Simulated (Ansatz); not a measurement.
# NaO+ (triplet): PBE0, B3LYP over a scan of the distance O1–Na2, cc-pVDZ

Aim: run NaO+ (triplet) with these functionals over a scan of the distance O1–Na2, and hold them against the top wave-function level at the same points.

Program: Ansatz 0.2.0, Gaussian basis. Level of theory: cc-pVDZ, all electrons in the functionals. These are calculated values, not measurements.

To be run: PBE0, B3LYP, at 2.027 Å; 2.223 Å; 2.517 Å; 2.820 Å; 3.122 Å; 3.477 Å; 4.001 Å; 4.659 Å; 5.632 Å; 6.835 Å; 8.513 Å.

79 further runs of the same task are left out: 65 for a known fault of the program, 11 that didn't finish, 3 set aside as unsound or not needed. Runs told in other sessions of the task aren't counted.

## Step 1: What is computed

The geometry derives from a PBE0/def2-TZVP stationary point (not a proven minimum). One bond is set to the value named and the two fragments are kept rigid.

2 atoms, charge 1, spin multiplicity 3.

Atoms are counted from 1 here; the program's logs count them from 0.

Bond lengths: O1–Na2 2.517 Å.

No dispersion term is added. B3LYP takes the VWN-RPA correlation.

The geometry shown and the zero of energy belong to the point 2.517 Å. The yardstick, FCI, and other wave-function levels (R restricted, U unrestricted, valence and pair active spaces) come from earlier runs.

## Step 2: PBE0, 2.027 Å

Contents of in.yaml:

```yaml
crystal:
  periodic: [false, false, false]
  atoms:
    - {symbol: O, position_ang: [0.000000, 0.000000, 0.000000]}
    - {symbol: Na, position_ang: [0.000000, 0.000000, 2.027000]}
basis:
  gaussian: {orbitals: cc-pVDZ}
total_charge: 1
magnetization: {spin_polarized: true, initial_magnetization: 2}
hamiltonian: {xc: {name: PBE0}}
output: {orbitals: {seedname: orbitals}}
```

Started as:

```
ansatz run in.yaml --threads 1 --pin off --events-out ev --progress --plain --max-ram 2393MiB
```

Further steps of the session: PBE0, 2.223 Å; PBE0, 2.517 Å; PBE0, 2.820 Å; PBE0, 3.122 Å; PBE0, 3.477 Å; PBE0, 4.001 Å; PBE0, 4.659 Å; PBE0, 5.632 Å; PBE0, 6.835 Å; PBE0, 8.513 Å; B3LYP, 2.027 Å; B3LYP, 2.223 Å; B3LYP, 2.517 Å; B3LYP, 2.820 Å; B3LYP, 3.122 Å; B3LYP, 3.477 Å; B3LYP, 4.001 Å; B3LYP, 4.659 Å; B3LYP, 5.632 Å; B3LYP, 6.835 Å; B3LYP, 8.513 Å.

Q: Predict the results of all the runs planned. Wanted: span of the FCI curve; largest miss, PBE0; largest miss, B3LYP.

As calculated:

| quantity | value |
| --- | --- |
| span of the FCI curve | 9.7 kcal/mol |
| largest miss, PBE0 | -1.5 kcal/mol (2.027 Å) |
| largest miss, B3LYP | -1.6 kcal/mol (2.027 Å) |

In words: Of the functionals, PBE0 keep the smallest largest miss at the points compared (at most 1.5 kcal/mol) and B3LYP strays most (1.6 kcal/mol, at 2.027 Å). Functionals and the yardstick converge differently with the basis, so part of each miss in cc-pVDZ is the basis.
